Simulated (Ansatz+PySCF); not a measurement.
**singlet N₂O: levels of theory in one basis**

```yaml
atoms:
  - { symbol: N, position_ang: [0.0000, 0.0000, -1.1943] }
  - { symbol: N, position_ang: [0.0000, 0.0000, -0.0683] }
  - { symbol: O, position_ang: [0.0000, 0.0000, 1.1047] }
```

Basis set: def2-SVP (spherical functions). Correlated methods keep 3 orbitals frozen. Charge 0, multiplicity 1.

Computed with Ansatz (development build ahead of 0.2.0); each method stands on the lowest determinant of its kind that the runs found. NEVPT2 correlates all electrons. Active spaces start from the frontier orbitals, and the lowest solution found is given.

```
        method  E − E(RHF) (eV)  <S²> of the determinant
           RHF             0.00                     0.00
       RHF-MP2           -14.34                        –
      RHF-CCSD           -13.96                        –
   RHF-CCSD(T)           -14.61                        –
   CASSCF(8,6)            -3.08                        –
   CASSCF(2,2)            -0.85                        –
SC-NEVPT2(2,2)           -14.32                        –
```

Question: What does SC-NEVPT2(8,6) give on the same scale?

Answer: -14.02 eV. NEVPT2 here correlates all electrons, so it doesn't share the others' frozen core.

Question: Is a single determinant a sound starting point here?

Answer: By this sign, yes. Unrestricted orbitals gain 0.00 eV and <S²> is 0.00 against 0.00 for a pure state. The CASSCF(8,6) natural occupations are 1.98, 1.98, 1.93, 1.93, 0.09, 0.09. The CASSCF(2,2) natural occupations are 1.93, 0.07.
